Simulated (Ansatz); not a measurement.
AlCl (aluminium monochloride): the vertical energy of the triplet above the singlet from total energies

AlCl: 2 atoms, total charge 0, spin state singlet. SMILES: `[Al][Cl]`. The bond length is the measured one.

```xyz
2

Al    0.0000    0.0000    0.0000
Cl    0.0000    0.0000    2.1301
```

Both states at this one shape; open shells run unrestricted unless said. 1 Eh = 27.2114 eV.

| level | program | singlet AlCl (Eh) | triplet AlCl (Eh) |
| --- | --- | --- | --- |
| CAM-B3LYP/aug-cc-pVTZ | Ansatz | -702.730806 | -702.619438 |
| B2PLYP/def2-SVP, 10 core orbitals frozen | Ansatz | -702.193225 | -702.081906 |
| PBE-QIDH/aug-cc-pVTZ, 10 core orbitals frozen | Ansatz | -702.274995 | -702.173241 |
| CCSD/STO-3G, 10 core orbitals frozen | Ansatz | -693.694505 | -693.525870 |

Work out the vertical gap, second state less first, at each level.


1. CAM-B3LYP/aug-cc-pVTZ: -702.619438 − (-702.730806) = 0.111368 Eh = 3.03 eV.
2. B2PLYP/def2-SVP: -702.081906 − (-702.193225) = 0.111319 Eh = 3.03 eV.
3. PBE-QIDH/aug-cc-pVTZ: -702.173241 − (-702.274995) = 0.101754 Eh = 2.77 eV.
4. CCSD/STO-3G: -693.525870 − (-693.694505) = 0.168635 Eh = 4.59 eV.

No measured value is set beside it here; the levels span 2.77 to 4.59 eV. Minimal sets are far from the basis-set limit.
